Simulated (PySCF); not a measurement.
Species: C5H8O.
SMILES: `[C@H]1([C@H]2[C@@H]1C2)OC`

Torsions of this conformer, `[CH3:1][O:2][C@@H:3]1[C@@H:4]2[CH2:5][C@H:6]12`: C1–O2–C3–C4 -79°.

The closed-shell ground state was solved at several levels (PySCF, density fitting, gas phase, non-relativistic). Isolated species at its GFN2-xTB geometry (one conformer only).

```csv
level,basis functions,total energy (Eh),HOMO (eV),LUMO (eV),gap (eV),dipole (D)
CAM-B3LYP/def2-SVPD,187,-270.1485,-8.75,1.50,10.25,1.60
PBE0/pcSseg-1,142,-270.1247,-7.26,1.72,8.98,1.63
```

Question: Estimate the row for PBE0/def2-SVPD, a basis of 187 functions; the other rows only guide the guess.

Answer: Total energy -269.9793 Eh, HOMO -7.34 eV, LUMO 0.92 eV, gap 8.26 eV, dipole 1.54 D.

Question: Over all these levels, which gives the widest orbital gap and which the narrowest?

Answer: CAM-B3LYP/def2-SVPD (range-separated hybrid) has the widest, 10.25 eV, and PBE0/def2-SVPD (global hybrid, 25 % exact exchange) the narrowest, 8.26 eV. The two share the basis. From the narrowest to the widest the HOMO moves by -1.41 eV and the LUMO by +0.58 eV.

Question: How far do the dipole and the HOMO energy spread over the levels?

Answer: The dipole runs from 1.54 to 1.63 D (mean 1.59 D) and the HOMO from -8.75 to -7.26 eV.
